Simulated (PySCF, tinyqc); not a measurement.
RHF in the sto-3g basis, for HF, spin multiplicity 1, step by step. The lowest restricted solution is unstable here: a spin-polarised one lies 0.0289 hartree lower (PySCF). One step of it, computed by the program tinyqc.

Task: Iteration 3: building the Fock matrix. J_ij = sum D_kl (ij|kl), K_ij = sum D_kl (ik|jl); F = H + J - 0.5 K; E = tr D H + tr D J / 2 - 0.25 tr D K + E_nn.

D after iteration 2:
```
            1F 1s      1F 2s    1F 2px    1F 2py     1F 2pz      2H 1s
1F 1s    2.119487  -0.503263  0.000000  0.000000   0.043203   0.006195
1F 2s   -0.503263   2.125047  0.000000  0.000000  -0.224160  -0.091596
1F 2px   0.000000   0.000000  2.000000  0.000000   0.000000   0.000000
1F 2py   0.000000   0.000000  0.000000  2.000000   0.000000   0.000000
1F 2pz   0.043203  -0.224160  0.000000  0.000000   1.006900   0.846722
2H 1s    0.006195  -0.091596  0.000000  0.000000   0.846722   0.716576
```

core Hamiltonian H = T + V (hartree):
```
             1F 1s       1F 2s     1F 2px     1F 2py     1F 2pz      2H 1s
1F 1s   -40.404341   -9.479945   0.000000   0.000000  -0.006506  -0.647202
1F 2s    -9.479945  -10.882497   0.000000   0.000000  -0.081309  -1.638459
1F 2px    0.000000    0.000000  -8.567505   0.000000   0.000000   0.000000
1F 2py    0.000000    0.000000   0.000000  -8.567505   0.000000   0.000000
1F 2pz   -0.006506   -0.081309   0.000000   0.000000  -8.605143  -1.215227
2H 1s    -0.647202   -1.638459   0.000000   0.000000  -1.215227  -3.859079
```

Two-electron integrals (ij|kl) in chemists' order, unique and non-zero (hartree):
```
(11|11) 5.403501   (21|11) 0.841920   (21|21) 0.156299   (22|11) 1.268028
(22|21) 0.292344   (22|22) 0.926167   (31|31) 0.027998   (32|31) 0.043169
(32|32) 0.204588   (33|11) 1.264502   (33|21) 0.292403   (33|22) 0.925959
(33|33) 0.997514   (41|41) 0.027998   (42|41) 0.043169   (42|42) 0.204588
(43|43) 0.053770   (44|11) 1.264502   (44|21) 0.292403   (44|22) 0.925959
(44|33) 0.889973   (44|44) 0.997514   (51|51) 0.027998   (52|51) 0.043169
(52|52) 0.204588   (53|53) 0.053770   (54|54) 0.053770   (55|11) 1.264502
(55|21) 0.292403   (55|22) 0.925959   (55|33) 0.889973   (55|44) 0.889973
(55|55) 0.997514   (61|11) 0.057636   (61|21) 0.010618   (61|22) 0.019766
(61|33) 0.019740   (61|44) 0.019740   (61|51) 0.000402   (61|52) 0.000763
(61|55) 0.019822   (61|61) 0.000728   (62|11) 0.167146   (62|21) 0.039145
(62|22) 0.141126   (62|33) 0.139029   (62|44) 0.139029   (62|51) 0.002603
(62|52) 0.021715   (62|55) 0.145176   (62|61) 0.002698   (62|62) 0.028095
(63|31) 0.003836   (63|32) 0.023757   (63|53) 0.004398   (63|63) 0.003926
(64|41) 0.003836   (64|42) 0.023757   (64|54) 0.004398   (64|64) 0.003926
(65|11) 0.122891   (65|21) 0.029124   (65|22) 0.112616   (65|33) 0.108099
(65|44) 0.108099   (65|51) 0.005481   (65|52) 0.039693   (65|55) 0.121523
(65|61) 0.002075   (65|62) 0.027668   (65|65) 0.031051   (66|11) 0.376871
(66|21) 0.089647   (66|22) 0.373687   (66|33) 0.363622   (66|44) 0.363622
(66|51) 0.006202   (66|52) 0.074408   (66|55) 0.393590   (66|61) 0.006191
(66|62) 0.102735   (66|65) 0.119014   (66|66) 0.774606
```

nuclear repulsion = 3.41404652 hartree

Give: Coulomb J; exchange K; Fock matrix F; total energy of this density.

Result:

Coulomb J (hartree):
```
          1F 1s   1F 2s  1F 2px  1F 2py   1F 2pz   2H 1s
1F 1s   20.0794  3.8189  0.0000  0.0000  -0.0037  0.2595
1F 2s    3.8189  9.4305  0.0000  0.0000   0.0286  1.4229
1F 2px   0.0000  0.0000  9.4430  0.0000   0.0000  0.0000
1F 2py   0.0000  0.0000  0.0000  9.4430   0.0000  0.0000
1F 2pz  -0.0037  0.0286  0.0000  0.0000   9.3793  1.1407
2H 1s    0.2595  1.4229  0.0000  0.0000   1.1407  4.0585
```

exchange K (hartree):
```
          1F 1s    1F 2s  1F 2px  1F 2py   1F 2pz   2H 1s
1F 1s   11.0775   1.9055  0.0000  0.0000   0.0016  0.1403
1F 2s    1.9055   3.0611  0.0000  0.0000  -0.0747  0.5227
1F 2px   0.0000   0.0000  2.6133  0.0000   0.0000  0.0000
1F 2py   0.0000   0.0000  0.0000  2.6133   0.0000  0.0000
1F 2pz   0.0016  -0.0747  0.0000  0.0000   1.8910  0.5804
2H 1s    0.1403   0.5227  0.0000  0.0000   0.5804  0.8311
```

Fock matrix F (hartree):
```
           1F 1s    1F 2s   1F 2px   1F 2py   1F 2pz    2H 1s
1F 1s   -25.8638  -6.6138   0.0000   0.0000  -0.0110  -0.4578
1F 2s    -6.6138  -2.9825   0.0000   0.0000  -0.0154  -0.4769
1F 2px    0.0000   0.0000  -0.4312   0.0000   0.0000   0.0000
1F 2py    0.0000   0.0000   0.0000  -0.4312   0.0000   0.0000
1F 2pz   -0.0110  -0.0154   0.0000   0.0000  -0.1714  -0.3647
2H 1s    -0.4578  -0.4769   0.0000   0.0000  -0.3647  -0.2162
```

total energy of this density = -98.451627 hartree
